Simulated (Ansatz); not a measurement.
```yaml
crystal:
  periodic: [false, false, false]
  atoms:
    - {symbol: Li, position_ang: [0.998394, -0.509760, 0.345676]}
    - {symbol: Cl, position_ang: [-0.831115, 0.253378, -0.533557]}
basis:
  gaussian: {orbitals: x2c-TZVPPall}
hamiltonian: {xc: {name: B97M-V}}
output: {forces: true}
```

```sh
$ ansatz run in.yaml --threads 2 --pin off --events-out ev --progress --plain --max-ram 32768MiB --backend cpu
```

Shortened log:

```
Functional definition: B97M-V
442 factors; their error is unknown
mean field evaluation 1: about -12763.9806 eV, gradient 2.2e1 eV
mean field evaluation 2: about -12762.2909 eV, gradient 3.4e1 eV
mean field evaluation 4: about -12765.4189 eV, gradient 1.3e0 eV
mean field evaluation 8: about -12765.4198 eV, gradient 2.9e-2 eV
mean field -12765.41976787 eV, -469.1205237570 hartree, gradient 1.4e-5 eV, S^2 0.000000; 0 other end points of the search recorded, 0 dependent functions left out
reference -12765.41981480 eV, -469.1205254816 hartree; 10, 10 occupied and 51, 51 virtual orbitals, 442 factors
Total energy: -12765.41981480 eV, -469.1205254816 hartree
Relativity: scalar
Atom 0 at     0.998394    -0.509760     0.345676 Å, force    -0.875559     0.365220    -0.420780 eV/Å
Atom 1 at    -0.831115     0.253378    -0.533557 Å, force     0.875559    -0.365220     0.420780 eV/Å
Dipole moment:     1.320323    -0.550743     0.634526 e Å
```

Hardware: 2 threads of a server CPU on a shared host. Wall time 1.6 s, peak host memory 0.38 GiB.
